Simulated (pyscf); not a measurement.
Optimised with ωB97X-D3(BJ)/def2-SVP in PySCF. Correlated levels are frozen-core, on RHF or UHF. ΔMP2 is the change of the MP2 total energy from the triple- to the quadruple-zeta basis.

For the elementary gas-phase step H₂B–F + H₂B–OH -> H₂B–O–BH₂ + hydrogen fluoride (HF) (singlet surface; B–F, H–O broken, B–O, F–H formed), what barrier and reaction energy does CCSD(T)/def2-TZVPP + ΔMP2(QZVPP) give, measured from the separated reactants?

ΔE‡ = 16.9 kcal/mol, ΔE = +7.6 kcal/mol. Zero-point energy shifts the barrier by -0.2 kcal/mol. It is a four-centre exchange, with an imaginary mode of 964i cm⁻¹. On the reactant side the descent ends in a complex, 5.8 kcal/mol under the separated species and 21.9 kcal/mol under the saddle at ωB97X-D3(BJ)/def2-TZVP. This is the saddle that the search found; another between the same sides may lie lower. The CCSD(T) − MP2 part came from Ansatz, without density fitting, on the same reference.
